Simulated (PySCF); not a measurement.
First SCF of a structure search on triplet S3, at a hand-made obtuse triangle geometry. PySCF input:

```python
from pyscf import gto, scf, dft
mol = gto.M(atom='''
S      0.000000     0.000000     0.000000
S      1.606800     1.236000     0.000000
S     -1.606800     1.236000     0.000000''',
    basis={'S': 'def2-TZVP'},
    charge=0, spin=2)
mf = dft.UKS(mol, xc='PBE0')
mf.grids.atom_grid = (50, 194)
aux = {'S': 'def2-universal-JKFIT'}
mf = mf.density_fit(auxbasis=aux)
mf.conv_tol = 1e-08
mf.diis_space = 10
mf.max_cycle = 60
mf.init_guess = 'minao'
mf.verbose = 4
mf.kernel()
```

Excerpt of the output (cycles alone):

```
init E= -1194.37676759375
cycle= 1 E= -1194.13893675023  delta_E= 0.238  |g|= 0.155  |ddm|= 1.34
cycle= 2 E= -1194.12723923183  delta_E= 0.0117  |g|= 0.206  |ddm|= 0.269
cycle= 3 E= -1194.14986491702  delta_E= -0.0226  |g|= 0.0473  |ddm|= 0.199
cycle= 4 E= -1194.15118248866  delta_E= -0.00132  |g|= 0.00778  |ddm|= 0.0426
cycle= 5 E= -1194.15124595011  delta_E= -6.35e-05  |g|= 0.00388  |ddm|= 0.0151
cycle= 6 E= -1194.15125715224  delta_E= -1.12e-05  |g|= 0.00112  |ddm|= 0.00474
cycle= 7 E= -1194.15125886938  delta_E= -1.72e-06  |g|= 0.000347  |ddm|= 0.00237
cycle= 8 E= -1194.15125912731  delta_E= -2.58e-07  |g|= 0.000131  |ddm|= 0.00114
cycle= 9 E= -1194.15125915623  delta_E= -2.89e-08  |g|= 5.15e-05  |ddm|= 0.000373
cycle= 10 E= -1194.15125915941  delta_E= -3.18e-09  |g|= 1.05e-05  |ddm|= 0.000121
Extra cycle  E= -1194.15125915949  delta_E= -8.16e-11  |g|= 1.19e-05  |ddm|= 2.31e-05
converged SCF energy = -1194.15125915949  <S^2> = 2.0195066  2S+1 = 3.0129763
```

No lower solution of this spin was found from smeared starts or by a stability analysis within the unrestricted form.

The search for the lowest solution, 3 starts and the stability check together, took about 80 core-seconds on a shared host.
